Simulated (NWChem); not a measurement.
# Electron attachment to Na (+1)

```
Na
```
Charge +1, spin multiplicity 1.

Program: NWChem.

Basis set: def2-TZVPD. The species with one electron more has spin multiplicity 2. Δ marks differences of total energies (open shells unrestricted). −ε marks an orbital energy of the parent. That orbital need not have the symmetry of the hole or added electron in the Δ rows.

B3LYP has NWChem's definition, with VWN1-RPA local correlation. The stability of the SCF solutions was not checked.

Problem. Order these methods by the vertical electron affinity they give, lowest first: −ε(LUMO) of HF, −ε(LUMO) of BHandHLYP, −ε(LUMO) of B3LYP, −ε(LUMO) of BP86, ΔBHandHLYP, ΔPBE.

Solution. −ε(LUMO) of HF (4.94 eV), ΔBHandHLYP (5.26 eV), ΔPBE (5.34 eV), −ε(LUMO) of BHandHLYP (6.35 eV), −ε(LUMO) of BP86 (6.89 eV), −ε(LUMO) of B3LYP (7.00 eV)
